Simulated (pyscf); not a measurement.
# Atom transfer: Cl–BH–Cl + H atom (H•) → hydrogen chloride (HCl) + [HB–Cl]•

Gas phase, doublet surface, charge 0. Bonds broken: Cl1–B2. Bonds formed: Cl1–H5. Structures and frequencies: ωB97X-D3(BJ)/def2-SVP in PySCF. Correlated levels are frozen-core, on RHF or UHF. ΔMP2 is the change of the MP2 total energy from the triple- to the quadruple-zeta basis.

Transition state (Å):

```xyz
5

Cl    -0.4247    -0.5712    -0.6844
B      0.8265     0.7878    -0.5192
Cl     1.0293     1.4162     1.1151
H      0.9842     1.4335    -1.5169
H     -1.7944    -0.2325    -0.6255
```

One imaginary mode, 729i cm⁻¹; descent along it reached the two sides named.

```csv
bond,change,reactant side (Å),saddle,product side
Cl1–B2,breaks,1.741,1.855,2.8
Cl1–H5,forms,3.6,1.412,1.285
```

Electronic energies relative to the separated reactants (kcal/mol):

```tsv
level	barrier	reaction energy	reverse barrier
ωB97X-D3(BJ)/def2-TZVP	23.3	+20.1	3.2
PBE/def2-TZVP	12.8	+18.8	-6.0
r²SCAN/def2-TZVP	13.3	+16.5	-3.2
B3LYP-D3(BJ)/def2-TZVP	16.4	+16.3	0.1
PBE0-D3(BJ)/def2-TZVP	16.5	+19.3	-2.8
M06-2X/def2-TZVP	21.3	+18.5	2.8
ωB97M-D3(BJ)/def2-TZVP	22.4	+19.6	2.8
HF/def2-TZVP	39.8	+16.5	23.3
MP2/def2-QZVPP	26.0	+21.7	4.2
CCSD/def2-TZVPP	23.9	+15.3	8.6
CCSD(T)/def2-TZVPP	22.9	+16.7	6.2
CCSD(T)/def2-TZVPP + ΔMP2(QZVPP)	21.7	+16.8	4.9
```

With CCSD(T)/def2-TZVPP + ΔMP2(QZVPP) energies and thermal terms (ideal gas, 1 atm, RRHO with modes under 100 cm⁻¹ raised to 100, one conformer, R ln 2 for chiral ones without a mode under 150 cm⁻¹), in kcal/mol:

```tsv
T (K)	ΔH‡	ΔG‡	ΔH	ΔG
298	22.0	28.2	+18.2	+15.1
600	21.5	34.8	+17.7	+12.1
900	21.1	41.5	+16.9	+9.4
1200	20.7	48.3	+16.0	+7.1
```

At PBE, r²SCAN, PBE0-D3(BJ) this geometry lies under the product side: in single points on another level's saddle the reverse barrier vanishes, and the forward threshold there is about the reaction energy. The same reactants have a lower exit, to [Cl–B–Cl]• + H₂ (barrier +11.1 kcal/mol at ωB97M-D3(BJ), against +22.4 kcal/mol here). This is the saddle that the search found; another between the same sides may lie lower. The angle at the transferred Cl is 118°: a side-on saddle, likely not the lowest. The CCSD(T) − MP2 part came from Ansatz, without density fitting, on the same reference.
